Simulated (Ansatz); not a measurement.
# Si2P (quartet): trial inputs and their diagnosis at a displaced geometry (v1)

4 inputs are run for Si2P (quartet) as typed; the log has to tell whether the result can be used and what must change.

Program: Ansatz 0.2.0, Gaussian basis. Level of theory: the settings change from run to run. These are calculated values, not measurements.

25 further runs of the same task are left out: 2 for a known fault of the program, 11 that didn't finish, 12 set aside as unsound or not needed.

## Step 1: The geometry

The geometry is a PBE0/def2-TZVP stationary point (not a proven minimum) with its atoms shifted at random (size 0.040 Å).

3 atoms, charge 0, spin multiplicity 4.

Atoms are counted from 1 here; the program's logs count them from 0.

Bond lengths: Si1–P2 2.171 Å, P2–Si3 2.203 Å. Angles: Si1–P2–Si3 177.7°.

As a file:

```xyz
3
PSi2
Si   -0.01543   -0.00901    2.18114
P    -0.01627   -0.02515    0.01049
Si    0.03170    0.03416   -2.19163
```

## Step 2: Input 1

Contents of in.yaml:

```yaml
crystal:
  periodic: [false, false, false]
  atoms:
    - {symbol: Si, position_ang: [-0.029164, -0.017022, 4.121700]}
    - {symbol: P, position_ang: [-0.030738, -0.047528, 0.019817]}
    - {symbol: Si, position_ang: [0.059900, 0.064550, -4.141518]}
basis:
  gaussian: {orbitals: "6-31G*"}
magnetization: {spin_polarized: false, initial_magnetization: 3}
correlation: {active_space: {ras: {orbitals: [5, 3, 34], electrons: 13, max_holes: 2, max_particles: 2}, fixed_orbitals: true}}
scf: {lower_state_search: off}
```

Run with:

```console
> ansatz run in.yaml --threads 1 --pin off --events-out ev --progress --plain --max-ram 2393MiB
```

Log:

```text
Functional definition: HF
  name "HF"
  cite "Fock, Z. Phys. 61, 126 (1930) doi:10.1007/BF01340294"
  parent pbe
  exchange = exact_x
  correlation = 0
these checks for a lower state are left out or cut short: stability, starts, cluster_reference, orbital_swaps, neighbouring_geometries, increment
499 factors; integrals over basis functions are off by at most 3.3e-4 eV
mean field evaluation 1: about -24974.8594 eV, gradient 2.4e1 eV
mean field evaluation 2: about -24974.8679 eV, gradient 2.4e1 eV
mean field evaluation 4: about -24979.1490 eV, gradient 1.7e1 eV
mean field evaluation 8: about -24984.4644 eV, gradient 4.7e0 eV
mean field evaluation 16: about -24984.6723 eV, gradient 2.9e0 eV
mean field -24985.13291562 eV, -918.1866991178 hartree, gradient 1.4e-6 eV, S^2 3.750000; 0 other end points of the search recorded, 0 dependent functions left out
reference -24985.13291562 eV, -918.1866991178 hartree; 23, 20 occupied and 34, 37 virtual orbitals, 499 factors
state -24991.08294086 eV, -918.4053585122 hartree
Total energy: -24991.08294086 eV, -918.4053585122 hartree
Checks for a lower state left out: stability, starts, cluster_reference, orbital_swaps, neighbouring_geometries, increment
```

It took 23 s on 1 thread of Arm Neoverse V2, shared host.

**Diagnosis.** The run converged, which proves nothing about the input. The coordinates are scaled by the bohr-ångström factor. The shortest distance is 4.10 Å, against 2.17 Å in the geometry of step 1. Its energy belongs to another geometry. Cure: restore the coordinates in ångström.

## Step 3: Input 2

Contents of in.yaml:

```yaml
crystal:
  periodic: [false, false, false]
  atoms:
    - {symbol: Si, position_ang: [-0.015433, -0.009008, 2.181140]}
    - {symbol: P, position_ang: [-0.016266, -0.025151, 0.010487]}
    - {symbol: Si, position_ang: [0.031698, 0.034159, -2.191627]}
basis:
  gaussian: {orbitals: 6-31G}
magnetization: {spin_polarized: false, initial_magnetization: 3}
correlation: {active_space: {window: {electrons: 5, orbitals: 8}}}
scf: {max_iter: 3}
```

Same command.

Log:

```text
Error: invalid value for `basis.gaussian`: such a run doesn't read scf.max_iter; remove what it names
```

Wall time 0.03 s (1 thread of Arm Neoverse V2, shared host).

What is wrong: The run was refused. The input holds a key that the program doesn't read here. To mend it, remove it or spell it as the reference does.

## Step 4: Input 3

Contents of in.yaml:

```yaml
crystal:
  periodic: [false, false, false]
  atoms:
    - {symbol: Si, position_ang: [-0.015433, -0.009008, 2.181140]}
    - {symbol: P, position_ang: [-0.016266, -0.025151, 0.010487]}
    - {symbol: Si, position_ang: [0.031698, 0.034159, -2.191627]}
basis:
  gaussian: {orbitals: cc-pVDZ}
magnetization: {spin_polarized: false, initial_magnetization: 3}
correlation: {active_space: {window: {electrons: 3, orbitals: 1}}}
scf: {lower_state_search: full}
```

Launched as before.

Log:

```text
Functional definition: HF
  name "HF"
  cite "Fock, Z. Phys. 61, 126 (1930) doi:10.1007/BF01340294"
  parent pbe
  exchange = exact_x
  correlation = 0
562 factors; integrals over basis functions are off by at most 8.3e-4 eV
mean field evaluation 1: about -24990.0310 eV, gradient 9.3e0 eV
mean field evaluation 2: about -24990.2719 eV, gradient 9.5e0 eV
mean field evaluation 4: about -24990.8543 eV, gradient 1.2e0 eV
mean field evaluation 8: about -24990.8895 eV, gradient 4.4e-1 eV
mean field evaluation 16: about -24991.7032 eV, gradient 6.9e-2 eV
mean field evaluation 32: about -24992.2834 eV, gradient 7.1e-1 eV
mean field evaluation 64: about -24991.7330 eV, gradient 9.0e-5 eV
mean field evaluation 96: about -24992.2851 eV, gradient 7.3e-5 eV
mean field evaluation 128: about -24991.7263 eV, gradient 4.2e-1 eV
mean field evaluation 160: about -24992.3097 eV, gradient 5.5e-2 eV
mean field evaluation 192: about -24992.3106 eV, gradient 1.1e-3 eV
mean field evaluation 224: about -24992.3102 eV, gradient 1.1e-2 eV
mean field evaluation 256: about -24992.2891 eV, gradient 1.7e-1 eV
mean field evaluation 288: about -24991.1814 eV, gradient 5.5e-1 eV
mean field evaluation 320: about -24992.3102 eV, gradient 1.9e-2 eV
mean field evaluation 352: about -24992.3043 eV, gradient 2.5e-1 eV
mean field evaluation 384: about -24992.3103 eV, gradient 1.3e-2 eV
mean field evaluation 416: about -24992.1281 eV, gradient 2.2e0 eV
mean field evaluation 448: about -24990.1272 eV, gradient 5.7e0 eV
mean field evaluation 480: about -24989.3184 eV, gradient 7.0e0 eV
mean field evaluation 512: about -24992.3096 eV, gradient 7.2e-3 eV
mean field evaluation 544: about -24990.8675 eV, gradient 9.3e-3 eV
mean field evaluation 576: about -24990.9509 eV, gradient 5.8e-1 eV
mean field evaluation 608: about -24992.2959 eV, gradient 6.1e-1 eV
mean field evaluation 640: about -24942.3231 eV, gradient 8.3e1 eV
mean field evaluation 672: about -24952.1471 eV, gradient 1.0e2 eV
mean field evaluation 704: about -24992.1697 eV, gradient 1.3e-1 eV
mean field evaluation 736: about -24992.1448 eV, gradient 1.9e0 eV
mean field evaluation 768: about -24992.2402 eV, gradient 4.3e-1 eV
mean field evaluation 800: about -24992.3106 eV, gradient 1.2e-3 eV
mean field -24992.31055969 eV, -918.4504726721 hartree, gradient 5.9e-6 eV, S^2 3.750000; 30 other end points of the search recorded, 0 dependent functions left out
reference -24992.31055969 eV, -918.4504726721 hartree; 23, 20 occupied and 31, 34 virtual orbitals, 562 factors
Error: 3 electrons in 1 orbitals form no window around the highest filled level of the reference
```

Run time: 18 s. Hardware: 1 thread of Arm Neoverse V2, shared host.

**Diagnosis.** The run stopped with an error. The active window can't be built from these electrons and orbitals. Fix: choose counts that fit the spin, the electrons and the basis.

## Step 5: Input 4

Contents of in.yaml:

```yaml
crystal:
  periodic: [false, false, false]
  atoms:
    - {symbol: Si, position_ang: [-0.015433, -0.009008, 2.181140]}
    - {symbol: P, position_ang: [-0.016266, -0.025151, 0.010487]}
    - {symbol: Si, position_ang: [0.031698, 0.034159, -2.191627]}
basis:
  gaussian: {orbitals: cc-pVDZ}
magnetization: {spin_polarized: false, initial_magnetization: 3}
correlation: {method: fic_mrcisd_q, electrons: outside_noble_gas, active_space: {window: {electrons: 3, orbitals: 1}}}
accuracy: high
```

Launched as before.

Log:

```text
Functional definition: HF
  name "HF"
  cite "Fock, Z. Phys. 61, 126 (1930) doi:10.1007/BF01340294"
  parent pbe
  exchange = exact_x
  correlation = 0
1068 factors; integrals over basis functions are off by at most 3.7e-9 eV
mean field evaluation 1: about -24990.0249 eV, gradient 9.3e0 eV
mean field evaluation 2: about -24990.2749 eV, gradient 9.5e0 eV
mean field evaluation 4: about -24990.8542 eV, gradient 1.2e0 eV
mean field evaluation 8: about -24990.8855 eV, gradient 4.3e-1 eV
mean field evaluation 16: about -24991.6616 eV, gradient 1.3e0 eV
mean field evaluation 32: about -24986.8685 eV, gradient 1.6e1 eV
mean field evaluation 64: about -24992.3097 eV, gradient 1.1e-8 eV
mean field evaluation 96: about -24991.0968 eV, gradient 4.8e-1 eV
mean field evaluation 128: about -24991.2320 eV, gradient 4.0e0 eV
mean field evaluation 160: about -24991.7288 eV, gradient 3.6e-3 eV
mean field evaluation 192: about -24992.3098 eV, gradient 5.4e-3 eV
mean field evaluation 224: about -24992.3106 eV, gradient 5.3e-3 eV
mean field evaluation 256: about -24992.3100 eV, gradient 6.3e-2 eV
mean field evaluation 288: about -24992.3106 eV, gradient 9.0e-5 eV
mean field evaluation 320: about -24992.3106 eV, gradient 7.1e-3 eV
mean field evaluation 352: about -24992.3099 eV, gradient 4.2e-4 eV
mean field evaluation 384: about -24992.3106 eV, gradient 4.7e-4 eV
mean field evaluation 416: about -24992.3106 eV, gradient 4.7e-3 eV
mean field evaluation 448: about -24992.3106 eV, gradient 3.4e-3 eV
mean field evaluation 480: about -24992.2778 eV, gradient 7.1e-1 eV
mean field evaluation 512: about -24992.3097 eV, gradient 3.0e-6 eV
mean field evaluation 544: about -24992.3102 eV, gradient 1.1e-2 eV
mean field evaluation 576: about -24989.3071 eV, gradient 7.0e0 eV
mean field evaluation 608: about -24992.3097 eV, gradient 2.0e-6 eV
mean field evaluation 640: about -24990.8676 eV, gradient 4.6e-3 eV
mean field evaluation 672: about -24991.5799 eV, gradient 6.8e-5 eV
mean field evaluation 704: about -24992.3101 eV, gradient 3.3e-3 eV
mean field evaluation 736: about -24992.3083 eV, gradient 2.3e-1 eV
mean field evaluation 768: about -24992.3105 eV, gradient 3.3e-2 eV
mean field evaluation 800: about -24991.4038 eV, gradient 1.4e0 eV
mean field -24992.31062585 eV, -918.4504751035 hartree, gradient 2.7e-8 eV, S^2 3.750000; 29 other end points of the search recorded, 0 dependent functions left out
reference -24992.31062585 eV, -918.4504751035 hartree; 23, 20 occupied and 31, 34 virtual orbitals, 1068 factors
Error: 3 electrons in 1 orbitals form no window around the highest filled level of the reference
```

Wall time 37 s (1 thread of Arm Neoverse V2, shared host).

Diagnosis: The run stopped with an error. The active window can't be built from these electrons and orbitals. Cure: choose counts that fit the spin, the electrons and the basis.

## Step 6: How the runs ended

| input | level | ended | cause | time |
| --- | --- | --- | --- | --- |
| 1 | CISD/6-31G* | converged | the coordinates are scaled by the bohr-ångström factor | 23 s |
| 2 | CASSCF(5,8)/6-31G | refused | the input holds a key that the program doesn't read here | 0.03 s |
| 3 | CASSCF(3,1)/cc-pVDZ | stopped by an error | the active window can't be built from these electrons and orbitals | 18 s |
| 4 | MRCISD+Q(3,1)/cc-pVDZ | stopped by an error | the active window can't be built from these electrons and orbitals | 37 s |

1 converged, 1 refused, 2 stopped by an error. The input that converges on a wrong geometry or spin is the dangerous one: no error points at it, so geometry and ⟨S²⟩ have to be checked.
